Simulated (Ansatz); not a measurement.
Geometry optimisation, RKS B3LYP-D4/STO-3G in Ansatz 0.2.0.

Input file:

```yaml
crystal:
  periodic: [false, false, false]
  atoms:
    - { symbol: C, position_ang: [-0.2948, 1.361, -0.1203] }
    - { symbol: C, position_ang: [0.0851, 0.1351, -0.1335] }
    - { symbol: C, position_ang: [-0.2288, -0.7766, 1.0152] }
    - { symbol: "N", position_ang: [0.8856, -0.3804, -1.1823] }
    - { symbol: H, position_ang: [-0.1308, 2.0709, -0.9747] }
    - { symbol: H, position_ang: [-0.9079, 1.8288, 0.6992] }
    - { symbol: H, position_ang: [-0.82378, -0.2971, 1.74754] }
    - { symbol: H, position_ang: [-0.84104, -1.65859, 0.59025] }
    - { symbol: H, position_ang: [0.68438, -1.25023, 1.47286] }
    - { symbol: H, position_ang: [0.7125, 0.1214, -2.0283] }
    - { symbol: H, position_ang: [0.6759, -1.393, -1.2776] }
basis:
  gaussian: { orbitals: STO-3G }
hamiltonian:
  xc: b3lyp
  dispersion: d4
relax:
  f_tol: 0.015
  max_steps: 40
output:
  orbitals: {}
```

Launched with:

```bash
$ ansatz run input.yaml --threads 1 --pin off --max-ram 2048MiB --backend cpu --events-out ev --progress --plain --runs-dir out
```

Where does it end, and by what steps?

It converged. Limits of this set-up: minimal basis. After 7 steps the energy has fallen by 0.505 eV; H11 moved furthest, 0.13 Å.

| step | energy less start (eV) | largest force component (eV/Å) | accepted |
| --- | --- | --- | --- |
| 0 | 0.0000 | 6.556 | yes |
| 1 | -0.4715 | 0.969 | yes |
| 2 | -0.4884 | 0.406 | yes |
| 3 | -0.4827 | 0.289 | no |
| 4 | -0.5040 | 0.116 | yes |
| 5 | -0.5045 | 0.077 | yes |
| 6 | -0.5048 | 0.017 | yes |
| 7 | -0.5049 | 0.005 | yes |

```xyz
11
Properties=species:S:1:pos:R:3
C -0.349 1.426 -0.142
C 0.053 0.142 -0.131
C -0.246 -0.829 1.023
N 0.916 -0.425 -1.159
H -0.119 2.093 -0.978
H -0.909 1.850 0.694
H -0.828 -0.324 1.806
H -0.822 -1.699 0.663
H 0.693 -1.204 1.462
H 0.826 0.136 -2.044
H 0.601 -1.404 -1.386
```

Whether the end is a true minimum wasn't checked by a vibrational analysis.

The run took 23 s on 1 thread of Arm Neoverse N1 (shared host), peak memory 0.1 GiB.
